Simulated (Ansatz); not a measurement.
This Ansatz (a quantum-chemistry and plane-wave program) input (PBE0/aug-cc-pVTZ) gives -40.47460 Eh with 138 basis functions. A basis named .json is the Basis Set Exchange file of that set (core-valence sets with the plain set on hydrogen).

Ansatz 0.2 input:
```yaml
crystal:
  periodic: [false, false, false]
  atoms:
    - {symbol: C, position_ang: [-0.00000000, 0.00000000, -0.00000000]}
    - {symbol: H, position_ang: [0.62054657, 0.62688914, 0.63896175]}
    - {symbol: H, position_ang: [-0.64285838, -0.62489528, 0.61852983]}
    - {symbol: H, position_ang: [0.63693263, -0.63278043, -0.61664082]}
    - {symbol: H, position_ang: [-0.61462083, 0.63078657, -0.64085076]}
basis:
  gaussian:
    orbitals: aug-cc-pVTZ
hamiltonian:
  xc: {name: PBE0}
magnetization: {spin_polarized: false}
```

Change:
```diff
- orbitals: aug-cc-pVTZ
+ orbitals: def2-SV_P_.json
```

Question: What does the run give now?

Answer: -40.41780 Eh (PBE0/def2-SV(P), 22 functions), a change of +56.80 mEh.
